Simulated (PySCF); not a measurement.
# COS: the cost of one run

Programs: PySCF 2.14.0, with density-fitted response routines of our own. Each step states its level of theory. These are calculated values for one molecule in the gas phase, unless marked as measured. Atoms count from 0, in the outputs and in this text.

**1. The starting structure**

3 atoms, charge 0, multiplicity 1; geometry from: GFN2-xTB. The atoms were then displaced at random by about 0.01 Å, so the start is not that level's minimum.

Bonds of the start (Å): O0–C1 1.12, C1–S2 1.52.

**2. Optimising the geometry at PBE0-D3(BJ)/def2-SVP**

What the job is given:

```
{"job": {"xc": "PBE0", "basis": "def2-SVP", "d3": "d3bj", "grid": 1, "shake": 0.01, "kind": "geom"}, "charge": 0, "multiplicity": 1}
O     -1.231700     0.302520    -0.002360
C     -0.127400     0.091070    -0.006580
S      1.365120    -0.216640    -0.010240
```

Run with:

```sh
$ OMP_NUM_THREADS=1 python probes_run.py task.json out
```

This one command runs all jobs of the session in turn.

Q: Estimate the wall time and peak memory of this first job on 1 thread of Arm Neoverse V2, shared host.

About 1.8 s, with a peak of 0.26 GiB.
